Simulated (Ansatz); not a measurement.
Ansatz (a first-principles code) input (PBE/def2-TZVPP):

Ansatz 0.2 input:
```yaml
crystal:
  periodic: [false, false, false]
  atoms:
    - {symbol: C, position_ang: [0.00171763, -0.00263817, 0.32505308]}
    - {symbol: F, position_ang: [-0.01708335, 1.26042782, -0.06192073]}
    - {symbol: F, position_ang: [1.09904525, -0.61482395, -0.08303830]}
    - {symbol: F, position_ang: [-1.08310698, -0.64384509, -0.07174301]}
basis:
  gaussian:
    orbitals: def2-TZVPP
    final_grid: {core_spheres: 4, valence_spheres: 3, degree: 11}
hamiltonian:
  xc: {name: PBE}
magnetization: {spin_polarized: true, initial_magnetization: 1}
```

Output:

```
Functional definition: PBE
integrals: 0.03 GiB planned
648 factors; their error is unknown
mean field: 0.31 GiB planned
mean field evaluation 1: about -9179.5909 eV, gradient 2.4e1 eV
mean field evaluation 2: about -9177.2825 eV, gradient 3.9e1 eV
mean field evaluation 4: about -9181.0425 eV, gradient 7.2e-1 eV
mean field evaluation 8: about -9181.1056 eV, gradient 2.0e-1 eV
mean field evaluation 16: about -9181.1057 eV, gradient 5.8e-5 eV
mean field -9181.10566568 eV, -337.3994100368 hartree, gradient 5.8e-5 eV, S^2 0.751385; 0 other end points of the search recorded, 0 dependent functions left out
reference -9181.10570191 eV, -337.3994113684 hartree; 17, 16 occupied and 107, 108 virtual orbitals, 648 factors
Total energy: -9181.10570191 eV, -337.3994113684 hartree
```
